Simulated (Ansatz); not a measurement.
# Property card for TaO3

All numbers below come from Ansatz, DFT PBEsol, scalar-relativistic, plane waves, PAW.

Settings: cutoff 420 eV, Γ-centred mesh 10×10×10 on the computed 4-atom cell, Gaussian smearing of 0.10 eV; collinear spin from starting moments 0 0.2 0.2 0.2 μB.

The structure is relaxed at this level of theory with its symmetry kept. Whether it is the stable form of this composition wasn't checked.

```
Ta O
1.0
     3.92325    0.00000    0.00000
     0.00000    3.92325    0.00000
     0.00000    0.00000    3.92325
Ta O
1 3
Direct
  0.50000 0.50000 0.50000
  0.00000 0.50000 0.50000
  0.50000 0.50000 0.00000
  0.50000 0.00000 0.50000
```

```
Space group                                                       : Pm-3m (No. 221)
Volume per atom                                                   : 101.9 bohr³
Formation energy from the elements' standard states (uncorrected) : -2.260 eV/atom
Kohn–Sham band gap                                                : none (metal)
Density of states at the Fermi level                              : 2.86 states/eV per cell
Löwdin character within 0.5 eV of the Fermi level                 : O 2p 99 %
Bulk modulus                                                      : 194 GPa
Its pressure derivative                                           : 4.7
Bader charges (e)                                                 : Ta (1 in the cell) 2.95, O (3 in the cell) -0.98
Total moment                                                      : 0.57 μB per cell
Site moments (μB; atoms counted from 1 over the whole cell)       : O (atom 2) 0.18, O (atom 3) 0.18, O (atom 4) 0.18
```

Spin-orbit coupling is left out, which matters for the bands of heavy elements.

Only this magnetic start was tried.